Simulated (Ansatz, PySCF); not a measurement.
Species: methanol, CH4O (charge 0, singlet). SMILES: OC
Geometry: optimised at B3LYP-D3(BJ)/def2-TZVP (Ansatz, a program for electronic structure).

PBE beside other levels, property by property. Valence correlation only, unless marked. UHF or UKS for open shells. Spin-orbit coupling is left out. Non-relativistic. CBS(X,Y): correlation extrapolated as X^-3; Hartree-Fock from the larger set. The bracket is a focal-point correction in the basis named. Rows marked 298 K are enthalpies with B3LYP-D3(BJ) harmonic zero-point and thermal terms from PySCF. Enthalpies of formation rest on the atoms' values in the G2/97 table (older ones for B and Si), with no core term in the frozen-core levels. Vertical energies are electronic, to the SCF solution reached for that spin. Anions need diffuse functions, of which def2-TZVPD holds fewer than the aug- sets. The coupled-cluster column (Ansatz) is a level with limits of its own: (a) RI-MP2/CBS(aug-cc-pVTZ,aug-cc-pVQZ)+[CCSD(T)-MP2]/aug-cc-pVTZ; (b) RI-MP2/CBS(cc-pVTZ,cc-pVQZ)+[CCSD(T)-MP2]/cc-pVTZ; (c) CCSD(T)/CBS(cc-pVTZ,cc-pVQZ).

```json
[
 {"property": "vertical triplet-singlet gap (eV)", "SVWN5/def2-TZVPD (Ansatz)": "6.37", "wB97M-V/def2-TZVPD (Ansatz)": "6.73", "B2PLYP-D3(BJ)/def2-TZVPD (Ansatz + dftd3)": "6.69", "coupled cluster": "6.77 (a)", "measured": "-"},
 {"property": "H-O bond dissociation enthalpy, 298 K, to C[O] + H atom (kcal/mol)", "SVWN5/def2-TZVPD (Ansatz)": "112.5", "wB97M-V/def2-TZVPD (Ansatz)": "101.8", "B2PLYP-D3(BJ)/def2-TZVPD (Ansatz + dftd3)": "100.9", "coupled cluster": "105.6 (a)", "measured": "-"},
 {"property": "deprotonation enthalpy (H-O bond), 298 K, to C[O-] + H+ (kcal/mol)", "SVWN5/def2-TZVPD (Ansatz)": "368.5", "wB97M-V/def2-TZVPD (Ansatz)": "378.3", "B2PLYP-D3(BJ)/def2-TZVPD (Ansatz + dftd3)": "378.9", "coupled cluster": "382.3 (a)", "measured": "-"},
 {"property": "enthalpy of formation at 298 K by atomisation (kcal/mol)", "SVWN5/def2-TZVPD (Ansatz)": "-120.1", "wB97M-V/def2-TZVPD (Ansatz)": "-47.1", "B2PLYP-D3(BJ)/def2-TZVPD (Ansatz + dftd3)": "-41.3", "coupled cluster": "-47.6 (c)", "measured": "-48.0"},
 {"property": "C-H bond dissociation enthalpy, 298 K, to [CH2]O + H atom (kcal/mol)", "SVWN5/def2-TZVPD (Ansatz)": "101.5", "wB97M-V/def2-TZVPD (Ansatz)": "95.1", "B2PLYP-D3(BJ)/def2-TZVPD (Ansatz + dftd3)": "93.5", "coupled cluster": "96.5 (c)", "measured": "-"},
 {"property": "C-O bond dissociation enthalpy, 298 K, to [CH3] (CH3) + [OH] (HO) (kcal/mol)", "SVWN5/def2-TZVPD (Ansatz)": "116.8", "wB97M-V/def2-TZVPD (Ansatz)": "92.1", "B2PLYP-D3(BJ)/def2-TZVPD (Ansatz + dftd3)": "89.5", "coupled cluster": "92.2 (c)", "measured": "-"},
 {"property": "proton affinity at O, enthalpy at 298 K, to C[OH2+] (kcal/mol)", "SVWN5/def2-TZVPD (Ansatz)": "172.9", "wB97M-V/def2-TZVPD (Ansatz)": "177.7", "B2PLYP-D3(BJ)/def2-TZVPD (Ansatz + dftd3)": "179.0", "coupled cluster": "180.5 (b)", "measured": "-"},
 {"property": "vertical ionisation energy to the doublet (eV)", "SVWN5/def2-TZVPD (Ansatz)": "10.89", "wB97M-V/def2-TZVPD (Ansatz)": "10.94", "B2PLYP-D3(BJ)/def2-TZVPD (Ansatz + dftd3)": "10.98", "coupled cluster": "11.19 (a)", "measured": "10.96"}
]
```

Measured values: Active Thermochemical Tables 1.112 (ions: stationary electron), as tabulated in the package chemicals; CCCBDB table in ASE; they hold spin-orbit effects, and any other conformers, which all levels lack, and core correlation, which the frozen-core levels lack. This is an older compilation, not checked against later work.

### Question
What does PBE/def2-TZVPD (Ansatz) give for each property, and on which side of the measured value, or else of coupled cluster, does it fall?

### Answer

- vertical triplet-singlet gap: PBE lies 0.48 eV below coupled cluster; PBE gives 6.29 eV.
- H-O bond dissociation enthalpy, 298 K, to C[O] + H atom: PBE lies 7.4 kcal/mol below coupled cluster; PBE gives 98.2 kcal/mol.
- deprotonation enthalpy (H-O bond), 298 K, to C[O-] + H+: PBE lies 7.6 kcal/mol below coupled cluster; PBE gives 374.7 kcal/mol.
- enthalpy of formation at 298 K by atomisation: PBE lies 6.0 kcal/mol below the measured value; PBE gives -54.0 kcal/mol.
- C-H bond dissociation enthalpy, 298 K, to [CH2]O + H atom: PBE lies 5.4 kcal/mol below coupled cluster; PBE gives 91.1 kcal/mol.
- C-O bond dissociation enthalpy, 298 K, to [CH3] (CH3) + [OH] (HO): PBE lies 1.7 kcal/mol above coupled cluster; PBE gives 93.9 kcal/mol.
- proton affinity at O, enthalpy at 298 K, to C[OH2+]: PBE lies 2.7 kcal/mol below coupled cluster; PBE gives 177.8 kcal/mol.
- vertical ionisation energy to the doublet: PBE lies 0.25 eV below the measured value; PBE gives 10.71 eV.
